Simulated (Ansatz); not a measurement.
**AlBPH (singlet): the correlation ladder at a displaced geometry (v2), cc-pVDZ**

The task here is to estimate one member of a computed series from the others.

Computed with Ansatz 0.2.0, Gaussian basis. Level: cc-pVDZ, core rule «outside noble gas», up to 11 orbitals frozen.

To be run: UHF; CCSD(T) on RHF; CCSD(T) on UHF; BCCD(T) on RHF; CISD; CCSDT(Q) on RHF; CCSDT(Q) on UHF; CASSCF and MRCISD+Q, 8 electrons in 8 orbitals; CASSCF and NEVPT2, 8 electrons in 8 orbitals.

16 further runs of the same task are left out: 7 that didn't finish, 9 set aside as unsound or not needed.

## The system

The geometry is a PBE0/def2-TZVP stationary point (not a proven minimum) with its atoms shifted at random (size 0.100 Å).

4 atoms, charge 0, spin multiplicity 1.

Atoms are counted from 1 here; the program's logs count them from 0.

Bond lengths: Al1–P2 2.405 Å, P2–B3 1.924 Å, P2–H4 1.339 Å. Angles: Al1–P2–B3 151.8°, Al1–P2–H4 109.5°, B3–P2–H4 97.0°.

Set-up of the first run:

in.yaml

```yaml
crystal:
  periodic: [false, false, false]
  atoms:
    - {symbol: Al, position_ang: [0.086939, -0.094157, 1.743827]}
    - {symbol: P, position_ang: [-0.077936, 0.199079, -0.637562]}
    - {symbol: B, position_ang: [-0.001315, -0.474584, -2.437756]}
    - {symbol: H, position_ang: [0.081793, 1.493142, -0.941391]}
basis:
  gaussian: {orbitals: cc-pVDZ}
magnetization: {spin_polarized: true, initial_magnetization: 0}
hamiltonian: {xc: hf}
output: {orbitals: {seedname: orbitals}}
```

Command:

```
$ ansatz run in.yaml --threads 1 --pin off --events-out ev --progress --plain --max-ram 2393MiB
```

Steps of the session up to this table: UHF; CCSD(T) on RHF; CCSD(T) on UHF; BCCD(T) on RHF; CISD; CCSDT(Q) on RHF; CCSDT(Q) on UHF; CASSCF and MRCISD+Q, 8 electrons in 8 orbitals; CASSCF and NEVPT2, 8 electrons in 8 orbitals.

One of the session's tables, all rows but one given; the rest of the session is left out.

| method | from RCCSDT(Q) (kJ/mol) |
| --- | --- |
| RHF | +753.2 |
| UHF | +736.8 |
| RMP2 | +164.9 |
| UMP2 | ? |
| CISD | +130.0 |
| RCCSD | +39.9 |
| UCCSD | +41.7 |
| RCCSD(T) | +7.9 |
| UCCSD(T) | +9.2 |
| BCCD(T) | +7.2 |
| RCCSDT | +3.1 |
| UCCSDT | +3.4 |
| RCCSDT(Q) | 0 |
| UCCSDT(Q) | 0.0 |
| CASSCF frontier | +561.6 |
| NEVPT2 frontier | +137.6 |
| MRCISD frontier | +72.0 |
| MRCISD+Q frontier | +13.2 |

Estimate the missing values for UMP2.

The run gave: from RCCSDT(Q) (kJ/mol): +186.5. In the column «from RCCSDT(Q) (kJ/mol)» it lies between RMP2 (+164.9) and CASSCF frontier (+561.6).

To keep in mind: The determinant is far from a pure spin state, so its energy mixes those of several spin states (harmless only where they are near-degenerate, as at dissociation). Restricted and unrestricted rows rest on different reference determinants; where their highest levels disagree by more than a few hundredths of an eV, they describe different states and don't form one ladder.
